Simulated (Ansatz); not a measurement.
C₂H₆N₂S (`N=CNCS`), relaxed with RKS PBE-D4/def2-SVP in Ansatz from a rough embedded geometry. The force threshold is 0.03 eV/Å; the program also tests the step.

The species carries charge 0 and has multiplicity 1.

Start:

```xyz
11

N     1.245    0.302    1.544
C     0.072   -0.010    1.366
N    -0.499   -0.139    0.152
C     0.130    0.256   -1.070
S    -0.910   -0.158   -2.465
H     1.489    0.375    2.585
H    -0.608   -0.259    2.201
H    -1.501   -0.183    0.104
H     0.184    1.398   -0.978
H     1.111   -0.104   -1.158
H    -0.713   -1.476   -2.280
```

```csv
step,energy (eV),largest force (eV/Å),largest move (Å)
1,-15968.3272,5.188,0.000
2,-15968.7290,1.029,0.104
3,-15968.7653,0.470,0.081
4,-15968.7731,0.398,0.120
5,-15968.7828,0.182,0.036
6,-15968.7916,0.081,0.110
7,-15968.8000,0.259,0.195
8,-15968.8073,0.200,0.035
9,-15968.8198,0.255,0.150
10,-15968.8285,0.517,0.195
11,-15968.8306,0.489,0.120
12,-15968.8583,0.237,0.200
13,-15968.8821,0.249,0.193
14,-15968.8979,0.646,0.195
15,-15968.9086,0.614,0.162
16 (rejected),-15968.8754,1.666,0.200
17,-15968.9295,0.180,0.097
18,-15968.9310,0.238,0.100
19,-15968.9346,0.102,0.048
20 (rejected),-15968.9346,0.072,0.009
21,-15968.9349,0.016,0.004
```

End:

```xyz
11

N     1.118   -0.637    1.021
C    -0.021   -0.073    1.240
N    -0.674    0.637    0.260
C    -0.160    0.648   -1.083
S    -0.299   -0.956   -2.006
H     1.471   -1.067    1.885
H    -0.574   -0.078    2.209
H    -1.678    0.774    0.386
H    -0.700    1.400   -1.688
H     0.913    0.915   -1.044
H     0.604   -1.564   -1.180
```

Hardware: 4 threads of an Arm Neoverse V2 on a shared host. Wall time 20 s, peak host memory 0.15 GiB.
